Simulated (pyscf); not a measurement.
This saddle point was located with ωB97X-D3(BJ)/def2-SVP in PySCF.

```xyz
8

W     -0.7180     0.2722     0.0270
O      1.1870     0.1928     0.1586
O     -1.3218     1.3012     1.2394
O     -1.0683     0.9418    -1.4952
O     -1.5113    -1.4233     0.2083
H      1.5850     0.2771     1.5286
H     -1.9637    -1.9872    -0.4285
H      1.4251     0.3166     2.3375
```
Charge 0, spin multiplicity 2.

Surface: doublet, charge 0. Lowest wavenumbers (cm⁻¹): 843i, 94, 192, 202, 229.

Q: Which two sides does it connect, and which bonds change?

A: O=W(=O)(OH)–OH (SMILES [O]=[W](=[O])([OH])[OH]) + H• (SMILES [H]) ⇌ [O–W(=O)(=O)–OH]• (SMILES [O][W](=[O])(=[O])[OH]) + H₂ (SMILES [H][H]), a hydrogen abstraction read from left to right: H–O broken and H–H formed. At ωB97M-D3(BJ)/def2-TZVP it lies +0.85 eV from the left side and +0.14 eV from the right (each side as separated species at their lowest minima found). One saddle was located; it need not be the lowest between these sides. The angle at the transferred H is 153°. Open-shell species with a d-block atom are single-reference here; other states, and whether the spin sits on metal or ligand, were not checked. Elements past Kr carry the def2 core potentials, without spin-orbit coupling.
